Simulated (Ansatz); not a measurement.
**SO₂F₂: basis-set convergence**

One table from this session's results is given with a row withheld; the runs are named, their logs left out.

Program: Ansatz 0.2.0, Gaussian basis. Level of theory: one geometry, several basis sets. These are calculated values, not measurements.

Levels to be run: PBE0-D4/def2-SVP; ωB97M-V/def2-SVP; PBE0-D4/def2-QZVPP; ωB97M-V/def2-QZVPP; the functionals' def2-TZVPP values are taken from earlier runs.

### Structure used throughout

The geometry comes from an earlier relaxation with PBE0-D4 in a triple-zeta def2 set; it is a stationary point.

5 atoms, charge 0, spin multiplicity 1.

Atoms are counted from 1 here; the program's logs count them from 0.

Bond lengths: O1–S2 1.404 Å, S2–O3 1.404 Å, S2–F4 1.539 Å, S2–F5 1.539 Å. Angles: O1–S2–O3 124.9°, O1–S2–F4 108.1°, O1–S2–F5 108.1°, O3–S2–F4 108.1°, O3–S2–F5 108.1°, F4–S2–F5 95.6°.

Coordinates:

```tsv
atom	x (Å)	y (Å)	z (Å)
O1	-0.3882	-0.1511	1.4217
S2	0.0709	-0.0969	0.0959
O3	1.1296	-0.8622	-0.4187
F4	-1.1409	-0.2676	-0.8374
F5	0.3286	1.3778	-0.2614
```

The first run:

in.yaml reads:

```yaml
crystal:
  periodic: [false, false, false]
  atoms:
    - {symbol: O, position_ang: [-0.388173, -0.151073, 1.421719]}
    - {symbol: S, position_ang: [0.070873, -0.096864, 0.095874]}
    - {symbol: O, position_ang: [1.129589, -0.862245, -0.418749]}
    - {symbol: F, position_ang: [-1.140880, -0.267578, -0.837449]}
    - {symbol: F, position_ang: [0.328593, 1.377759, -0.261405]}
basis:
  gaussian: {orbitals: def2-SVP}
hamiltonian: {xc: pbe0, dispersion: d4}
output: {orbitals: {seedname: orbitals}}
```

Among the steps run: PBE0-D4 in def2-SVP; ωB97M-V in def2-SVP; PBE0-D4 in def2-QZVPP; ωB97M-V in def2-QZVPP.

One of the session's tables, all rows but one given; the rest of the session is left out.

It belongs to the step «Functionals by basis». 

| functional | basis | HOMO (eV) | LUMO (eV) |
| --- | --- | --- | --- |
| PBE0-D4 | def2-SVP | -10.44 | 0.63 |
| PBE0-D4 | def2-TZVPP | -10.61 | 0.42 |
| PBE0-D4 | def2-QZVPP | -10.64 | 0.04 |
| ωB97M-V | def2-SVP | -12.79 | 3.04 |
| ωB97M-V | def2-TZVPP | -13.01 | 2.73 |
| ωB97M-V | def2-QZVPP | ? | ? |

Estimate the missing values for ωB97M-V, def2-QZVPP.

As computed: HOMO (eV): -13.05; LUMO (eV): 2.04. In the column «HOMO (eV)» it is the lowest.
